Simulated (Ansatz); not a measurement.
# CH2Al (quartet): wave-function methods side by side at distance Al1–C2 = 4.321 Å, 6-31G

Aim: climb from Hartree-Fock through coupled cluster and multireference methods for CH2Al (quartet) at one geometry and basis, and see what each rung misses.

Method: 6-31G, core rule «outside noble gas», up to 6 orbitals frozen; program: Ansatz 0.2.0, Gaussian basis.

To be run: UHF; CCSD(T) on ROHF; CCSD(T) on UHF; BCCD(T) on ROHF; CISD as a restricted active space (open shells left free, so some higher excitations enter); CCSDT(Q) on ROHF; CCSDT(Q) on UHF; CCSDTQ on ROHF; CCSDTQ on UHF; CASSCF and MRCISD+Q, 5 electrons in 5 orbitals; CASSCF and NEVPT2, 5 electrons in 5 orbitals; CASSCF and MRCISD+Q, 9 electrons in 10 orbitals; CASSCF and NEVPT2, 9 electrons in 10 orbitals; Full CI.

## (1) What is computed

The geometry derives from a PBE0/def2-TZVP stationary point (not a proven minimum). One bond is set to the value named and the two fragments are kept rigid.

4 atoms, charge 0, spin multiplicity 4.

Atoms are counted from 1 here; the program's logs count them from 0.

Bond lengths: Al1–H3 1.613 Å, C2–H4 1.088 Å.

Coordinates:

| atom | x (Å) | y (Å) | z (Å) |
| --- | --- | --- | --- |
| Al1 | 0.0000 | -0.1078 | 1.3738 |
| C2 | 0.0000 | 0.0820 | -2.9430 |
| H3 | 0.0000 | 1.2883 | 2.1810 |
| H4 | 0.0000 | 0.6209 | -3.8887 |

## (2) UHF

File in.yaml:

```yaml
crystal:
  periodic: [false, false, false]
  atoms:
    - {symbol: Al, position_ang: [0.000000, -0.107833, 1.373848]}
    - {symbol: C, position_ang: [0.000000, 0.082023, -2.942979]}
    - {symbol: H, position_ang: [0.000000, 1.288259, 2.180960]}
    - {symbol: H, position_ang: [0.000000, 0.620942, -3.888698]}
basis:
  gaussian: {orbitals: 6-31G}
magnetization: {spin_polarized: true, initial_magnetization: 3}
hamiltonian: {xc: hf}
output: {orbitals: {seedname: orbitals}}
```

Launch:

```
$ ansatz run in.yaml --threads 1 --pin off --events-out ev --progress --plain --max-ram 4096MiB --backend cpu
```

After this run come: CCSD(T) on ROHF; CCSD(T) on UHF; BCCD(T) on ROHF; CISD as a restricted active space (open shells left free, so some higher excitations enter); CCSDT(Q) on ROHF; CCSDT(Q) on UHF; CCSDTQ on ROHF; CCSDTQ on UHF; CASSCF and MRCISD+Q, 5 electrons in 5 orbitals; CASSCF and NEVPT2, 5 electrons in 5 orbitals; CASSCF and MRCISD+Q, 9 electrons in 10 orbitals; CASSCF and NEVPT2, 9 electrons in 10 orbitals; Full CI.

Q: Predict the results of all the runs planned. Wanted: FCI from the RHF energy; RMP2 from FCI; UMP2 from FCI; RCCSD from FCI; RCCSD(T) from FCI; UCCSD(T) from FCI; RCCSDT(Q) from FCI; UCCSDT(Q) from FCI; NEVPT2 pair from FCI.

**Answer**, as computed:

| quantity | value |
| --- | --- |
| FCI from the ROHF energy | -2.4669 eV |
| RMP2 from FCI | +787.7 meV |
| UMP2 from FCI | +803.0 meV |
| RCCSD from FCI | +23.3 meV |
| RCCSD(T) from FCI | +8.3 meV |
| UCCSD(T) from FCI | +7.5 meV |
| RCCSDT(Q) from FCI | +0.5 meV |
| UCCSDT(Q) from FCI | -0.3 meV |
| NEVPT2 pair from FCI | +671.6 meV |
| NEVPT2 valence from FCI | +296.7 meV |
| MRCISD+Q valence from FCI | +13.9 meV |
| levels within 1 kcal/mol (43 meV) | RCCSD, UCCSD, RCCSD(T), UCCSD(T), BCCD(T), RCCSDT, UCCSDT, RCCSDT(Q), UCCSDT(Q), RCCSDTQ, UCCSDTQ, MRCISD valence, MRCISD+Q valence |
| T1 diagnostic | 0.015 |
| effectively unpaired electrons | 3.07 |

**Reading.** RCCSD(T) lands +8.3 meV from the yardstick (0.3 % of the correlation energy). One determinant dominates. Of the multireference levels listed MRCISD+Q valence comes nearest in total energy (+13.9 meV), which doesn't show that its space is the better one. These misses are within one basis, not against nature; the frozen cores of restricted and unrestricted runs differ, which can shift their rows.

Levels on UHF freeze UHF's core orbitals, full CI those of ROHF, so the U rows can settle a little off it for that reason alone.

With open shells the CI space here admits some higher excitations, so it is larger than plain CISD.
